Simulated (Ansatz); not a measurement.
# P2H4 (SMILES PP): one structure at several levels

Aim: energy, forces and dipole at a structure displaced at random from a GFN2-xTB minimum, from CCSD(T) and from density functionals.

The runs use Ansatz 0.2.0, Gaussian basis; single points in def2-TZVPP.

Cores are frozen in the correlated methods.

**1. The system as given**

SMILES `PP`, 6 atoms, charge 0, spin multiplicity 1.

Atoms are counted from 1 here; the program's logs count them from 0.

Bond lengths: P1–P2 2.096 Å, P1–H3 1.436 Å, P1–H4 1.420 Å, P2–H5 1.333 Å, P2–H6 1.449 Å. Angles: P2–P1–H3 93.0°, P2–P1–H4 94.6°, H3–P1–H4 91.0°, P1–P2–H5 93.5°, P1–P2–H6 92.3°, H5–P2–H6 90.7°.

As a file:

```xyz
6
H4P2
P     0.3556   -0.9744   -0.0603
P    -0.3589    0.9931    0.0537
H    -0.5542   -1.4440    0.9470
H    -0.5425   -1.3632   -1.0894
H     0.4680    1.4344   -0.8947
H     0.6031    1.3440    1.0796
```

**2. CCSD(T)/def2-TZVPP**

run/in.yaml reads:

```yaml
crystal:
  periodic: [false, false, false]
  atoms:
    - {symbol: P, position_ang: [0.355600, -0.974400, -0.060300]}
    - {symbol: P, position_ang: [-0.358900, 0.993100, 0.053700]}
    - {symbol: H, position_ang: [-0.554200, -1.444000, 0.947000]}
    - {symbol: H, position_ang: [-0.542500, -1.363200, -1.089400]}
    - {symbol: H, position_ang: [0.468000, 1.434400, -0.894700]}
    - {symbol: H, position_ang: [0.603100, 1.344000, 1.079600]}
basis:
  gaussian: {orbitals: def2-TZVPP}
correlation: {method: ccsd_t}
output: {forces: true}
```

No record of the launch command was kept for these runs.

**3. PBE0-D4/def2-TZVPP**

run/in.yaml, as its differences from that of step 2:

```diff
@@ -11,3 +11,3 @@
   gaussian: {orbitals: def2-TZVPP}
-correlation: {method: ccsd_t}
-output: {forces: true}
+hamiltonian: {xc: pbe0, dispersion: d4}
+output: {forces: true, orbitals: {seedname: orbitals}}
```

**4. wB97M-V/def2-TZVPP**

run/in.yaml, as its differences from that of step 3:

```diff
@@ -11,3 +11,3 @@
   gaussian: {orbitals: def2-TZVPP}
-hamiltonian: {xc: pbe0, dispersion: d4}
-output: {forces: true, orbitals: {seedname: orbitals}}
+hamiltonian: {xc: {name: wB97M-V}}
+output: {forces: true}
```

**5. r2SCAN-D4/def2-TZVPP**

run/in.yaml, as its differences from that of step 4:

```diff
@@ -11,3 +11,3 @@
   gaussian: {orbitals: def2-TZVPP}
-hamiltonian: {xc: {name: wB97M-V}}
+hamiltonian: {xc: r2scan, dispersion: d4}
 output: {forces: true}
```

**6. PBE-D4/def2-TZVPP**

run/in.yaml, as its differences from that of step 5:

```diff
@@ -11,3 +11,3 @@
   gaussian: {orbitals: def2-TZVPP}
-hamiltonian: {xc: r2scan, dispersion: d4}
+hamiltonian: {xc: pbe, dispersion: d4}
 output: {forces: true}
```

**7. B97M-V/def2-TZVPP**

run/in.yaml, as its differences from that of step 6:

```diff
@@ -11,3 +11,3 @@
   gaussian: {orbitals: def2-TZVPP}
-hamiltonian: {xc: pbe, dispersion: d4}
+hamiltonian: {xc: {name: B97M-V}}
 output: {forces: true}
```

**8. CAM-B3LYP-D4/def2-TZVPP**

run/in.yaml, as its differences from that of step 7:

```diff
@@ -11,3 +11,3 @@
   gaussian: {orbitals: def2-TZVPP}
-hamiltonian: {xc: {name: B97M-V}}
+hamiltonian: {xc: {name: CAM-B3LYP}, dispersion: d4}
 output: {forces: true}
```

(Steps that only read results are left out.)

Before running it: what results should come out? Wanted: energy less free atoms, CCSD(T)/def2-TZVPP; RMS force component; RMS force error; HOMO and LUMO, PBE0-D4; T1 diagnostic.

The runs gave:

| quantity | value |
| --- | --- |
| energy less free atoms, CCSD(T)/def2-TZVPP | -350.3 kcal/mol |
| RMS force component | 0.979 to 1.076 eV/Å over the methods |
| RMS force error | PBE0-D4 0.109, wB97M-V 0.061, r2SCAN-D4 0.103, PBE-D4 0.239, B97M-V 0.127, CAM-B3LYP-D4 0.087 eV/Å |
| HOMO and LUMO, PBE0-D4 | -6.79 and 0.28 eV |
| T1 diagnostic | 0.014 |

**Reading.** Against CCSD(T) the functionals' energies less atoms differ by -25.1 to -12.4 kcal/mol, PBE-D4 by -17.0 kcal/mol. The reference is not at the basis limit: in triple zeta CCSD(T) underbinds, which counts against methods that bind more; the gaps are no ranking. The forces of wB97M-V come nearest to CCSD(T), those of PBE-D4 are farthest. Frozen-core CCSD(T) forces in triple zeta carry basis errors of their own, and this is one geometry, so small gaps rank nothing.
